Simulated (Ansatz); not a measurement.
A run of Ansatz (development build ahead of 0.2.0) on singlet C6H6 at this shape:

```xyz
12

C     1.3986    0.0093    0.0002
C     0.7030    1.2131    0.0066
C    -0.6987    1.2178    0.0020
C    -1.3908   -0.0086   -0.0029
C    -0.6955   -1.1984   -0.0015
C     0.7054   -1.2136   -0.0025
H     2.4974    0.0031   -0.0008
H     1.2412    2.1468    0.0056
H    -1.2478    2.1631   -0.0038
H    -2.4971    0.0006    0.0039
H    -1.2433   -2.1583    0.0093
H     1.2390   -2.1540   -0.0086
```

Its results:

```
Converged                       : yes
Reference energy                : -230.72013 hartree
Correlation energy              : -0.78481 hartree
Total energy                    : -231.50494 hartree
Spin squared of the determinant : 0.000
```

Which input gives this output? Name the method, the orbitals and the basis set, and write the input.

RHF-MP2 in cc-pVDZ. An unrestricted run that stays on the closed shell gives the same numbers.

```yaml
crystal:
  periodic: [false, false, false]
  atoms:
    - { symbol: C, position_ang: [1.39857, 0.00931, 0.00016] }
    - { symbol: C, position_ang: [0.70299, 1.21309, 0.00664] }
    - { symbol: C, position_ang: [-0.69866, 1.21778, 0.00198] }
    - { symbol: C, position_ang: [-1.39085, -0.00865, -0.00292] }
    - { symbol: C, position_ang: [-0.69545, -1.19838, -0.00154] }
    - { symbol: C, position_ang: [0.70542, -1.21358, -0.00249] }
    - { symbol: H, position_ang: [2.49743, 0.00306, -0.00076] }
    - { symbol: H, position_ang: [1.24125, 2.14679, 0.00559] }
    - { symbol: H, position_ang: [-1.24777, 2.16305, -0.00382] }
    - { symbol: H, position_ang: [-2.49713, 0.00062, 0.0039] }
    - { symbol: H, position_ang: [-1.24326, -2.15834, 0.00926] }
    - { symbol: H, position_ang: [1.23897, -2.15403, -0.00864] }
basis:
  gaussian: { orbitals: cc-pVDZ }
hamiltonian:
  xc: hf
correlation:
  method: mp2
  frozen_orbitals: { C: 1, H: 0 }
```
